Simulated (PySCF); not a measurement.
**TDDFT excited states: C6H10**

C₆H₁₀.
Cartesian coordinates in Å at the PBE0-D3(BJ)/def2-SVP level; atoms count from 1:
```
atom  x, y, z in Å
C1     3.0112   -0.6096    0.1278
C2     1.7212   -0.3599   -0.1416
C3     0.9413    0.6761    0.5148
C4    -0.3527    0.9716    0.2905
C5    -1.2907    0.3010   -0.6618
C6    -2.4230   -0.4338    0.0528
H7     3.5576   -0.0268    0.8762
H8     3.5612   -1.4002   -0.3877
H9     1.2166   -0.9699   -0.8986
H10    1.4781    1.2672    1.2658
H11   -0.7929    1.7813    0.8857
H12   -0.7510   -0.3958   -1.3208
H13   -1.7267    1.0700   -1.3249
H14   -2.9911    0.2468    0.7066
H15   -3.1297   -0.8735   -0.6674
H16   -2.0292   -1.2451    0.6838
```

Method used: TDDFT CAM-B3LYP/def2-SVPD, vertical, gas phase, core orbitals frozen in the response (PySCF).

| state | E (eV) | λ (nm) | f | \|μ\| (D) | main configurations (H = HOMO, L = LUMO) |
| --- | --- | --- | --- | --- | --- |
| S1 | 5.69 | 218.0 | 0.777 | 6.00 | H→L (98%) |
| S2 | 6.51 | 190.6 | 0.0008 | 0.18 | H→L+1 (66%), H→L+2 (26%) |
| S3 | 6.73 | 184.2 | 0.013 | 0.71 | H→L+2 (44%), H→L+3 (39%), H→L+1 (11%) |
| S4 | 7.05 | 175.9 | 0.031 | 1.07 | H→L+3 (51%), H→L+2 (24%), H→L+1 (12%) |
| S5 | 7.14 | 173.7 | 0.0004 | 0.12 | H-2→L (87%) |
| S6 | 7.31 | 169.5 | 0.016 | 0.76 | H→L+4 (55%), H→L+5 (16%), H→L+7 (12%) |
| S7 | 7.85 | 158.0 | 0.0095 | 0.56 | H-1→L (54%), H→L+4 (26%) |
| S8 | 8.01 | 154.9 | 0.013 | 0.65 | H→L+5 (56%), H-1→L (16%), H→L+4 (8%) |
| S9 | 8.02 | 154.6 | 0.0087 | 0.54 | H→L+6 (71%), H→L+5 (9%) |
| S10 | 8.07 | 153.7 | 0.0048 | 0.40 | H-3→L (52%), H→L+6 (12%), H-5→L (8%) |

Triplets, Tamm–Dancoff:

| state | E (eV) | λ (nm) | main configurations (H = HOMO, L = LUMO) |
| --- | --- | --- | --- |
| T1 | 3.11 | 398.0 | H→L (93%) |
| T2 | 5.03 | 246.4 | H-1→L (50%), H→L+7 (19%), H→L+5 (9%) |
| T3 | 6.42 | 193.3 | H→L+1 (61%), H→L+2 (29%) |
| T4 | 6.65 | 186.4 | H→L+3 (45%), H→L+2 (34%), H→L+1 (11%) |

The lowest singlet lies at 5.69 eV (218 nm, ultraviolet) and is strong; its leading configuration is HOMO→LUMO (98%). The lowest level is also the most intense of those listed (f = 0.777). Löwdin shares by element: HOMO carbon 84% or more (atoms not listed hold the other 16%); LUMO carbon 78% or more (atoms not listed hold the other 22%). Of the 10 states listed, 5 reach f = 0.01 and 1 stays under 0.0005. The oscillator strengths of these states sum to 0.874; summed over the whole spectrum of an exact calculation they would give the number of electrons, 46 (Thomas–Reiche–Kuhn). The listed states span 2.38 eV, and the widest gap between neighbours is 0.82 eV (S1 to S2). The vertical ionisation energy (ΔSCF) is 8.46 eV, 0.40 eV above S10. Only the lowest 10 singlets were computed, as vertical energies without vibronic structure.

One conformer stands for the species.
